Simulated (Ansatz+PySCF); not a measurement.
Results of a calculation; reference values are marked as such.
## Ansatz (development build ahead of 0.2.0) run

```yaml
crystal:
  periodic: [false, false, false]
  atoms:
    - { symbol: H, position_ang: [0.0, 0.0, -1.24228] }
    - { symbol: F, position_ang: [0.0, 0.0, 0.13803] }
basis:
  gaussian: { orbitals: cc-pVDZ }
hamiltonian:
  xc: { name: wB97X }
scf:
  omitted_lower_state_checks: [stability, starts, atomic_configurations, cluster_reference, orbital_swaps, given_window_search, neighbouring_geometries, increment]
output:
  forces: true
```

The input is written out in the form of the current development build from the run's settings.

The run gave:

```
Converged                       : yes
Total energy                    : -100.32261 hartree
Spin squared of the determinant : 0.000
```

Forces (eV/Å):
```json
{"atom": "H1", "Fx": "0.000", "Fy": "0.000", "Fz": "6.759"}
{"atom": "F2", "Fx": "0.000", "Fy": "0.000", "Fz": "-6.759"}
```
